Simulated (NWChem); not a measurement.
Total energies of nitrogen trifluoride (F3N)

```xyz
4

F      0.6162    -0.1189     1.0658
N     -0.0032     0.4745     0.0000
F      0.6162    -0.1189    -1.0658
F     -1.2298    -0.1314     0.0000
```
Charge 0, spin multiplicity 1.

All runs are NWChem calculations. The geometry was optimised at B3LYP/def2-SVP, a minimum by its harmonic frequencies.

Basis set: 6-31G* (56 functions).

```
method   total energy (Ha)
-------  -----------------
RHF             -352.53096
MP2             -353.21562
B2PLYP          -353.79199
PBE             -353.75118
B3LYP           -354.06600
BP86            -354.08441
CCSD(T)         -353.24413
```

Total energies of different functionals aren't comparable as a measure of quality: only differences taken within one method are. 

The correlated methods keep 4 core orbitals frozen. B3LYP has NWChem's definition, with VWN1-RPA local correlation. The Pople sets run with spherical d functions. Coupled-cluster values serve here as a point of comparison, not as the truth.
